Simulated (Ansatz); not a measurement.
Calculated with Ansatz (gas phase, PBE0-D4/def2-TZVP geometries, no zero-point term in ΔE). CCSD(T)/CBS adds triple-zeta CCSD(T) − MP2 to the extrapolated MP2 energy (def2 sets, frozen cores). This one scheme is used for every species, atoms too. No spin–orbit coupling; open shells (•) take unrestricted orbitals. Spin–orbit coupling would lower the free atoms: a little for C.

Consider the atomization: `C=C1C=CCC1` → 6 C• + 8 H•.

```csv
species,CCSD(T)/CBS(def2) energy (Eh)
`C=C1C=CCC1`,-233.09882
C•,-37.79194
H•,-0.50000
```

Problem. Work out ΔE.

Solution. ΔE = 8 × (-0.50000) + 6 × (-37.79194) − (-233.09882) = 2.34718 Eh = +63.87 eV.

Largest T1 diagnostic among the species: 0.011.

From BLYP to BHLYP (50 % exact exchange), in def2-TZVPP and without D4, ΔE moves by −1.22 eV: exact exchange takes away binding that semilocal exchange gives to molecules. In def2-TZVPP, CCSD(T) changes the Hartree–Fock value by +14.51 eV (the triples alone add +0.99 eV) and MP2 by +15.67 eV; breaking electron pairs costs correlation energy, which Hartree–Fock lacks.

For atomizations the MP2-based limit and the directly extrapolated one differ by several kJ/mol either way, and by 10 to 25 for some Ge, Se and Sn compounds, so smaller differences from it don't rank the levels.
